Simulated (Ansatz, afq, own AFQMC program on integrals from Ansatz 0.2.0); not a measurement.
**SiH2, singlet in cc-pVDZ, levels against full CI**

```xyz
3

Si    0.0000   -0.1092    0.0000
H     0.0000    1.5216   -1.6655
H     0.0000    1.5216    1.6655
```

Basis cc-pVDZ. Noble-gas cores (and the filled d shells of Ga–Kr and In–Xe) are frozen. AFQMC by an in-house program on the Cholesky factors that Ansatz 0.2.0 writes for its CCSD(T) run. ph-AFQMC/CISD is guided by a CISD state made of CCSD amplitudes; releasing the constraint for a short imaginary time cuts its bias at the price of noise, slowly where states lie close. Uncertainties: one standard error, sampling alone.

Determinant: RHF, the one that the program's search chose, which needn't be the lowest solution. The geometry is a point of a scan.

Full CI on the same integrals is exact in this basis and with this determinant's frozen core.

Cautions: restricted determinant unstable towards unrestricted (UHF 540 meV lower, ⟨S²⟩ 1.03); strong correlation (T1 0.037, weight of the determinant 0.82, largest double 0.14); the released energies are still falling, so no released level is given (meV from the phaseless value at times in 1/Eh: -5 ± 4 at 0.24, -8 ± 4 at 0.51, -14.7 ± 2.4 at 0.99, -22 ± 3 at 1.62, -29.7 ± 2.3 at 2.40); the ph-AFQMC/CISD walk drifts between its halves (2.1 errors).

- T1 diagnostic: 0.0368
- weight of the determinant in the CISD state: 0.818
- size of the correlated space: 6 electrons in 23 orbitals

```json
{"level": "MP2", "correlation energy (eV)": "-2.6878"}
{"level": "CCSD", "correlation energy (eV)": "-3.8890"}
{"level": "CCSD(T)", "correlation energy (eV)": "-4.0446"}
```

Question: Estimate where full CI lies against CCSD(T) on the same integrals.

Answer: 4.0 kJ/mol below CCSD(T).

Reference: full CI, correlation energy -4.086 eV.

```tsv
level	E − E(reference) (kJ/mol)	share of correlation (%)
CCSD(T)	4.0	98.99
CCSDT	0.1	99.97
CCSDT(Q)	-0.2	100.05
CCSDTQ	-0.1	100.01
ph-AFQMC/HF	13.5 ± 3.2	96.58
ph-AFQMC/CISD	4.0 ± 0.4	98.99
```

CCSDT and higher add their correlation energy to the determinant of the CCSD(T) run, since their own runs factorise the integrals more tightly (a shift of under 2 meV). A walk keeps the symmetry of its determinant, which the program's search chose and which needn't be the lowest solution, so a lower state of the same spin and another symmetry isn't excluded.
